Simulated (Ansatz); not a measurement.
# C₂F₃N: up Jacob's ladder to CCSD(T)

An exercise on one series of results from a longer session: the logs are not shown, and one member is left open.

Program: Ansatz 0.2.0, Gaussian basis. Level of theory: functionals in def2-TZVPP, the program's frozen cores in correlated methods. These are calculated values, not measurements.

Plan: LDA (SPW92), PBE-D4, revPBE-D4, BLYP-D4, r2SCAN-D4, B97M-V, PBE0-D4, B3LYP-D4, r2SCANh-D4, r2SCAN0-D4, HSE06-D4, BHLYP-D4, CAM-B3LYP-D4, LC-ωPBE, ωB97X-V, ωB97M-V, B2PLYP, PBE-QIDH; CCSD(T)/def2-SVP; CCSD(T)/def2-TZVPP; MP2/def2-QZVPP; extrapolation to the limit; RPA on PBE.

**The relaxed structure**

All runs share one geometry, relaxed beforehand with PBE0-D4 in a triple-zeta def2 set.

SMILES `[C-]#[N+]C(F)(F)F`, 6 atoms, charge 0, spin multiplicity 1.

Atoms are counted from 1 here; the program's logs count them from 0.

Bond lengths: C1–N2 1.169 Å, N2–C3 1.402 Å, C3–F4 1.323 Å, C3–F5 1.323 Å, C3–F6 1.323 Å. Angles: C1–N2–C3 180.0°, N2–C3–F4 110.1°, N2–C3–F5 110.1°, N2–C3–F6 110.1°, F4–C3–F5 108.8°, F4–C3–F6 108.8°, F5–C3–F6 108.8°.

Coordinates:

```xyz
6

C     0.8480   -1.7385    0.9061
N     0.3839   -0.7868    0.4102
C    -0.1726    0.3539   -0.1845
F    -1.2912    0.0371   -0.8165
F     0.6778    0.8734   -1.0550
F    -0.4459    1.2608    0.7396
```

Set-up of the first run:

The input, in.yaml:

```yaml
crystal:
  periodic: [false, false, false]
  atoms:
    - {symbol: C, position_ang: [0.847952, -1.738453, 0.906119]}
    - {symbol: N, position_ang: [0.383901, -0.786821, 0.410215]}
    - {symbol: C, position_ang: [-0.172632, 0.353924, -0.184473]}
    - {symbol: F, position_ang: [-1.291211, 0.037132, -0.816485]}
    - {symbol: F, position_ang: [0.677842, 0.873430, -1.055003]}
    - {symbol: F, position_ang: [-0.445853, 1.260787, 0.739628]}
basis:
  gaussian: {orbitals: def2-TZVPP}
hamiltonian: {xc: lda}
output: {orbitals: {seedname: orbitals}}
```

Launch:

```bash
ansatz run in.yaml --threads 4 --pin off --events-out ev --progress --plain --max-ram 10444MiB
```

Among the steps run: LDA; PBE-D4 (GGA); revPBE-D4 (GGA); BLYP-D4 (GGA); r2SCAN-D4 (meta-GGA); B97M-V (meta-GGA); B3LYP-D4 (hybrid); r2SCANh-D4 (hybrid); r2SCAN0-D4 (hybrid); HSE06-D4 (hybrid); BHLYP-D4 (hybrid); CAM-B3LYP-D4 (range-separated); LC-ωPBE (range-separated); ωB97X-V (range-separated); ωB97M-V (range-separated); B2PLYP (double hybrid); PBE-QIDH (double hybrid).

One table of the session follows, with a row left open; its other results are not shown here.

It belongs to the step «Frontier levels by functional». 

| functional | HOMO (eV) | gap (eV) |
| --- | --- | --- |
| LDA (SPW92) | -8.31 | 6.06 |
| PBE-D4 | -8.23 | 6.29 |
| revPBE-D4 | -8.19 | 6.36 |
| BLYP-D4 | -8.17 | 6.33 |
| r2SCAN-D4 | -8.71 | 7.01 |
| B97M-V | -8.94 | 7.40 |
| PBE0-D4 | -9.97 | 9.15 |
| B3LYP-D4 | -9.72 | 8.61 |
| r2SCANh-D4 | -9.34 | 8.06 |
| r2SCAN0-D4 | -10.28 | 9.62 |
| HSE06-D4 | -9.55 | 8.35 |
| BHLYP-D4 | -11.66 | 12.05 |
| CAM-B3LYP-D4 | ? | ? |
| LC-ωPBE | -13.02 | 14.69 |
| ωB97X-V | -12.64 | 14.23 |
| ωB97M-V | -12.49 | 14.01 |

**Question.** Estimate the row for CAM-B3LYP-D4.

As computed: HOMO (eV): -11.57; gap (eV): 11.94. In the column «HOMO (eV)» it lies between BHLYP-D4 (-11.66) and r2SCAN0-D4 (-10.28).
